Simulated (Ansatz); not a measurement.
CsCl-type TlBr, treated with B3LYP (VWN-RPA form) (PAW; Ansatz, a first-principles code).

Numerical settings: plane-wave cutoff 460 eV, 6×6×6 k mesh, Fermi–Dirac smearing 0.01 eV, scalar-relativistic PAW data made under PBE.

The cell is scaled about its equilibrium volume:

```csv
V (Å³/atom),P (GPa),direct gap at Γ (eV),smallest gap on the k mesh (eV)
34.141,0.81,9.469,3.243
34.727,0.46,9.337,3.282
35.585,0.02,9.152,3.335
36.508,-0.40,8.961,3.386
37.399,-0.74,8.786,3.430
```

The fundamental gap (3.34 eV at the equilibrium volume, on the SCF mesh) lies elsewhere than Γ–Γ.

Measured, for comparison: band gap 2.68 eV (temperature not stated, no zero-point or thermal correction, detector crystals, literature values; as tabulated in Piasecki et al. (2022), doi:10.1039/d1ma01259b).

Note: the cell is over a tenth larger than the published one: the level's own overestimate first of all, though another phase or state, or a fault of the published cell, is possible.

Spin–orbit coupling is not included; with these elements it can move the gap by several tenths of an eV or more.
